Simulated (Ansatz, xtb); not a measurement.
# Relative energy of two isomers of C5H4O

We compare I, `C=CC=C=C=O`, a singlet, with II, `CC#CC=C=O`, a singlet. Both are isolated molecules in the gas phase, relaxed with r2SCAN-D4/def2-SVP; the shapes shown needn't be the lowest conformers.

I (Å):

```xyz
10

C     2.2631    0.1286   -0.6074
C     1.0999   -0.4263   -1.0086
C     0.7203   -1.7743   -0.6506
C    -0.4342   -2.3563   -1.0361
C    -1.1708   -3.4276   -0.9890
O    -1.9664   -4.2895   -1.0619
H     2.5396    1.1493   -0.8844
H     2.9701   -0.4329    0.0134
H     0.3938    0.1366   -1.6292
H     1.4486   -2.3202   -0.0247
```

II (Å):

```xyz
10

C     0.7456    0.8294   -0.9962
C     0.8484   -0.6192   -0.9773
C     0.9360   -1.8364   -0.9652
C     1.0497   -3.2484   -0.9687
C     0.4811   -4.0156   -0.0391
O    -0.0089   -4.6990    0.7648
H    -0.3003    1.1613   -0.8869
H     1.3318    1.2937   -0.1855
H     1.1207    1.2346   -1.9503
H     1.6160   -3.7832   -1.7433
```

Quicker runs give these differences E(II) − E(I): GFN2-xTB −7.15 kcal/mol; HF/STO-3G −23.18 kcal/mol (at GFN2-xTB geometries); r2SCAN-D4/def2-SVP//GFN2-xTB +1.43 kcal/mol.

Task: Which of the two would you expect CCSD(T)/def2-SVP + ΔMP2/def2-TZVPP electronic energies to favour?

Result: Too close to call at this level: CCSD(T)/def2-SVP + ΔMP2/def2-TZVPP gives E(II) − E(I) = −1.61 kcal/mol.

How the difference moves with the method:

```csv
level,geometry,E(II) − E(I) (kcal/mol),departure from the last row (kcal/mol),"job, with rough time for the two"
GFN2-xTB,GFN2-xTB,−7.15,−5.54,"optimisation, 0.088 s"
HF/STO-3G,GFN2-xTB,−23.18,−21.57,"single point, 0.24 s"
r2SCAN-D4/def2-SVP//GFN2-xTB,GFN2-xTB,+1.43,+3.04,"single point, 2.9 s"
r2SCAN-D4/def2-SVP,r2SCAN-D4/def2-SVP,+1.67,+3.28,"optimisation, 47 s"
HF/def2-SVP,r2SCAN-D4/def2-SVP,−8.35,−6.75,part of the CCSD(T) run
MP2/def2-SVP,r2SCAN-D4/def2-SVP,−5.50,−3.89,part of the CCSD(T) run
CCSD(T)/def2-SVP,r2SCAN-D4/def2-SVP,−2.30,−0.69,single point
CCSD(T)/def2-SVP + ΔMP2/def2-TZVPP,r2SCAN-D4/def2-SVP,−1.61,,"single point, 26 s"
```

As drawn, II has 1 C–C, 1 C≡C in place of 2 C=C.

r2SCAN-D4/def2-SVP//GFN2-xTB, r2SCAN-D4/def2-SVP put the two in the other order. The largest departure from CCSD(T)/def2-SVP + ΔMP2/def2-TZVPP is that of HF/STO-3G, 21.57 kcal/mol. The last row adds to CCSD(T) the change of the MP2 difference between the two basis sets, here +0.69 kcal/mol.

With harmonic frequencies from r2SCAN-D4/def2-SVP (ideal gas, rigid rotor, one conformer each, 298.15 K, 1 atm): on the last row, ΔE + ΔZPE = −2.45 kcal/mol. A mode under 50 cm⁻¹ makes harmonic enthalpies and free energies unreliable, so none is given.

The correlated steps freeze 6 core orbitals. Run with Ansatz 0.2.0, xtb 6.7.1; the last row on 2 threads of Arm Neoverse V2 on a shared host.
